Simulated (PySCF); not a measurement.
A species of formula C4H10 has this rotational fingerprint, computed with PBE0-D3(BJ)/def2-SVP geometry optimisation, gas phase in PySCF:

| Quantity | Value |
| --- | --- |
| Rotational constants | A = 7809, B = 7808, C = 4527 MHz |
| Dipole components | \|μa\| = 0.00 D, \|μb\| = 0.00 D, \|μc\| = 0.09 D |
| Inertial defect | -17.81 u·Å² |
| κ | 1.00 |

Problem. Which candidate fits, each taken in the one conformer that was computed?
A. `[CH3:1][CH2:2][CH2:3][CH3:4]` with C1–C2–C3–C4 180°
B. `CC(C)C`

Solution. B. It is CC(C)C, an oblate symmetric top, point group C3v. The candidates at the same level (rigid rotor, commonest isotopes):

| SMILES | A (MHz) | B (MHz) | C (MHz) | μa (D) | μb (D) | μc (D) | Δ (u·Å²) | point group | rotor |
| --- | --- | --- | --- | --- | --- | --- | --- | --- | --- |
| CC(C)C | 7809 | 7808 | 4527 | 0.00 | 0.00 | 0.09 | -17.81 | C3v | oblate symmetric top |
| CCCC | 23490 | 3636 | 3416 | 0.00 | 0.00 | 0.00 | -12.59 | C2h | near-prolate asymmetric top |

`CCCC` has A 201 % too high. In the right answer the symmetry axis of this C3v structure is c, so μa and μb vanish by symmetry. No structure here is proved a minimum.
